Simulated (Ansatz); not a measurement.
C2H2O, SMILES `[CH]C=O` (triplet; the order of the spin states depends on the level; H–C–C–O torsion 0°) (charge 0, multiplicity 3). This triplet lies 0.28 eV below the relaxed singlet at the level B3LYP/cc-pVTZ // PBE0-D3(BJ)/def2-TZVP (Ansatz, an electronic-structure program); other levels give the other order.

Z-matrix (Å, degrees):
```
C
O 1 1.2278
H 1 1.1018 2 121.43
C 1 1.4129 3 118.45 2 180.00
H 4 1.0839 1 130.59 3 179.99
```
Charge 0, spin multiplicity 3.

Frozen-core energies in cc-pVDZ from Ansatz at a geometry from PBE0-D3(BJ)/def2-TZVP; the HF reference has <S^2> = 2.19 and the T1 diagnostic is 0.037.

| level | energy (Ha) |
|---|---|
| HF | -151.67404 |
| MP2 | -152.04409 |
| CCSD | -152.08446 |
| CCSD(T) | -152.09730 |

Q: Estimate the energies of CCSDT and CCSDT(Q), and give each level's difference from CCSDT(Q).

A: 
| level | energy (Ha) | difference from CCSDT(Q) (mHa) |
|---|---|---|
| MP2 | -152.04409 | 56.30 |
| CCSD | -152.08446 | 15.93 |
| CCSD(T) | -152.09730 | 3.09 |
| CCSDT | -152.09900 | 1.39 |
| CCSDT(Q) | -152.10039 | 0.00 |
